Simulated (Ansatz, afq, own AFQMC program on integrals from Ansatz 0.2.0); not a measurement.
Integrals from Ansatz 0.2.0, then the random walk in our own AFQMC program (afq).

```yaml
crystal:
  periodic: [false, false, false]
  atoms:
    - {symbol: C, position_ang: [0.000000, 0.000000, 0.044733]}
    - {symbol: C, position_ang: [0.000000, 0.000000, -1.155483]}
    - {symbol: H, position_ang: [0.000000, 0.000000, 1.110750]}
basis:
  gaussian: {orbitals: 6-31G}
magnetization: {spin_polarized: true, initial_magnetization: 1}
correlation: {method: ccsd_t, electrons: outside_noble_gas, hamiltonian_folder: ham}
```

```sh
$ ansatz run in.yaml --threads 1 --pin off --events-out ev --progress --plain --max-ram 16896MiB --backend cuda --devices 0, --max-vram 18GiB
```

afq runs on the folder ham with

```
--method phaseless --trial cisd --walkers 4000 --populations 20 --least-time 60 --time-step 0.005 --steps-per-block 50 --equilibration-blocks 28 --max-blocks 4000 --target-error 0.00018 --factor-cut 1e-05 --start spin_pure --seed 9646 --release-times 0.24,0.51,0.99,1.62,2.4 --release-step 0.03 --release-every 3 --taylor-order 6
```

Times are imaginary, in 1/Eh. The walk had a cap of 122 s. With eight or more populations the least sampling time is a fifth of least-time, and the error comes from their spread.

afq prints:

```
orbitals 18  electrons 5 4  factors 111 of 286
reference energy -76.12694379 Eh
CCSD correlation -0.16665963 Eh in 12 cycles, weight of the determinant in the CISD state 0.8137
energy of the start -76.276864 Eh
 block  time / (1/Eh)  mean weight  energy / Eh
     1     0.250  0.9999  -76.283291
     2     0.500  0.9999  -76.288188
     3     0.750  1.0000  -76.291223
     4     1.000  1.0001  -76.293278
     5     1.250  1.0001  -76.294651
    10     2.500  1.0000  -76.298484
    15     3.750  1.0001  -76.299616
    20     5.000  0.9999  -76.299416
    25     6.250  1.0002  -76.299914
    30     7.500  0.9998  -76.299665
    35     8.750  1.0000  -76.300636
    40    10.000  0.9997  -76.300627
    45    11.250  1.0000  -76.301395
    48    12.000  0.9999  -76.301696
    50    12.500  1.0002  -76.300206
    55    13.750  1.0001  -76.300151
    60    15.000  0.9998  -76.299744
    65    16.250  1.0000  -76.300140
    70    17.500  1.0002  -76.299654
    72    18.000  1.0002  -76.298739
    75    18.750  0.9997  -76.299670
    78    19.500  0.9999  -76.299834
error from the spread of 20 populations
released: time / (1/Eh)  energy / Eh  error  mean overlap
  0.24  -76.300093  0.000186  1.0021
  0.51  -76.300343  0.000159  1.0019
  0.99  -76.300634  0.000160  1.0013
  1.62  -76.300520  0.000109  1.0058
  2.40  -76.300688  0.000142  1.0018
energy -76.300093 +/- 0.000174 Eh
(rows thinned)
```

The run passed its tests (sampling time, drift between the halves within three errors, error under three times the target), which doesn't prove that it has relaxed.

Against this walk (error 4.7 meV) on the same determinant: CCSD(T) 40.9 meV higher, CCSDT(Q) 10.9 meV lower, CCSDTQ 14.6 meV lower, full CI 17.5 meV lower. The error is statistical and leaves out the bias of the constraint. The determinant has ⟨S²⟩ = 1.20, so the low cluster orders mix in higher spin, while the walk starts as a pure doublet. Released to 2.40 1/Eh the energy lies 16 ± 6 meV (both errors) below the phaseless value, which shows part or all of the bias of the constraint, and full CI lies 1.3 meV below the released value. Full CI is exact here, so the walk's 18 meV above it is the walk's own error: the bias of the constraint with this trial. The determinant is a poor start (see the cautions), so the low cluster orders aren't to be relied on, and full CI is the sure value.

Cautions: constraint bias not in the error; strong correlation (T1 0.068, weight of the determinant 0.81, largest double 0.12); unrestricted determinant spin contaminated (⟨S²⟩ 1.20 against 0.75).

The walk took 35 s on 1 × NVIDIA H100 80GB HBM3 with 2 threads of AMD EPYC 7R13 Processor (Zen 3), with other jobs on the host (the card was shared). The log's last line is the phaseless energy.

CCSDT and higher add their correlation energy to the determinant of the CCSD(T) run, since their own runs factorise the integrals more tightly (a shift of under 2 meV). A walk keeps the symmetry of its determinant, which the program's search chose and which needn't be the lowest solution, so a lower state of the same spin and another symmetry isn't excluded.
